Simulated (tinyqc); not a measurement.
Harmonic frequencies on the UHF/sto-6g surface (energies and gradients from PySCF), for CH, spin multiplicity 4, step by step. One step of it, computed by the program tinyqc.

Question. One row of the Hessian: 1Cz. Displace 1Cz by +/-0.01 bohr; H(k, :) = (g(+) - g(-)) / (2 delta).

optimised positions (bohr):
```
           x         y         z
1C  0.000000  0.000000  0.137153
2H  0.000000  0.000000  2.164534
```

gradient at +delta (hartree/bohr):
```
             x           y            z
1C  0.00000000  0.00000000   0.00496304
2H  0.00000000  0.00000000  -0.00496304
```

gradient at -delta (hartree/bohr):
```
             x           y            z
1C  0.00000000  0.00000000  -0.00481249
2H  0.00000000  0.00000000   0.00481249
```

Give: row of the Hessian.

Answer.

row of the Hessian (hartree/bohr^2): 1Cx 0.000000, 1Cy 0.000000, 1Cz 0.488776, 2Hx 0.000000, 2Hy 0.000000, 2Hz -0.488776
